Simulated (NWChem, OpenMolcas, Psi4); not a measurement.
## How methods differ on C2HClF2 (SMILES FC(F)=CCl)

C2HClF2 has 6 atoms, charge 0, and is taken as a singlet. As SMILES, `FC(F)=CCl`. Geometry: relaxed at PBE0-D4/def2-TZVP.

Each level gives the dipole moment (D). The values are calculated.

```csv
level,kind,program,value (D)
HF/6-31G* (spherical functions),Hartree–Fock,Psi4,1.19
SVWN5/6-31G* (spherical functions),LDA,OpenMolcas,1.00
M06-L/6-31G* (spherical functions),meta-GGA,OpenMolcas,?
TPSS/6-31G* (spherical functions),meta-GGA,OpenMolcas,1.03
r2SCAN/6-31G* (spherical functions),meta-GGA,OpenMolcas,?
B3LYP/6-31G* (spherical functions),global hybrid,OpenMolcas,1.03
BHLYP/6-31G* (spherical functions),global hybrid,OpenMolcas,1.09
B3LYP/6-31G* (Cartesian functions),global hybrid,NWChem,1.03
```

**Question.** Estimate what the levels marked ? give.

**Answer.** As computed at these levels: M06-L/6-31G* (spherical functions): 1.04 D; r2SCAN/6-31G* (spherical functions): 1.05 D. The values span 1.00 to 1.19 D.
